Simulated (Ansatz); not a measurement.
# Isomers

Structures of C3H5 (charge +1), closed shell, relaxed at PBE0-D4/def2-TZVP (vibrations not checked; lower isomers may exist, and structures with a doubtful reference or unclear bonds are left out). Computed with Ansatz 0.2.0 (basis: def2-TZVPP); correlated methods freeze the cores. B3LYP uses VWN-RPA correlation.

Task: Rank them by CCSD(T) energy, lowest first, and give each one's height above the lowest. Links in brackets join atoms within 1.22 times the sum of their covalent radii (1.1 for two metals). (To be estimated.)
A.
C₃H₅ ([CH][C][CH4]), total charge +1
```
8
angstrom
C -1.1126 0.4803 -0.7165
C -0.2600 -0.0273 -0.0493
C 0.7480 -0.6752 0.7300
H -1.8759 0.9327 -1.3143
H 1.6361 0.1040 1.0474
H 1.0131 -0.0347 1.7380
H 1.5663 -1.1831 0.1859
H 0.4177 -1.4387 1.4591
```
B.
C₃H₅ ([CH2][C][CH3]), total charge +1
```
8
angstrom
C -0.9271 0.8272 -0.9752
C -0.1788 0.0771 -0.2859
C 0.6226 -0.7904 0.4602
H -1.7390 0.4249 -1.5873
H -0.7707 1.9110 -0.9698
H 0.1714 -1.7812 0.2138
H 1.6599 -0.8301 0.1139
H 0.5092 -0.6637 1.5413
```
C.
C₃H₅ ([CH2][CH][CH2]), total charge +1
```
8
angstrom
C -0.5200 -0.1431 0.0631
C -0.1384 1.1769 0.1069
C 0.4549 -1.0898 -0.1453
H -1.5585 -0.4290 0.1892
H 0.9032 1.4626 -0.0197
H -0.8586 1.9751 0.2683
H 0.2214 -2.1506 -0.1908
H 1.4960 -0.8021 -0.2717
```

Result: The calculation gives: C (0.000 eV), B (0.476 eV), A (2.731 eV). Heights count from the lowest.

Task: Do PBE-D4, r2SCAN-D4, PBE0-D4, B3LYP-D4, wB97M-V, HF, MP2 give the same order? (Judge from chemistry; the calculation decides.)

Result: By the calculation: All do.

The T1 diagnostic stays at or below 0.019. The restricted Hartree–Fock reference is unstable towards an unrestricted one at one or more of these structures.

For scale, one of the runs: CCSD(T)/def2-TZVPP, 163 basis functions, launched by `ansatz run in.yaml --threads 2 --pin off --events-out ev --progress --plain --max-ram 4352MiB`. Time: 40 s of wall clock on 2 CPU threads of an AMD EPYC; the host was shared. Peak host memory: 1.3 GiB.
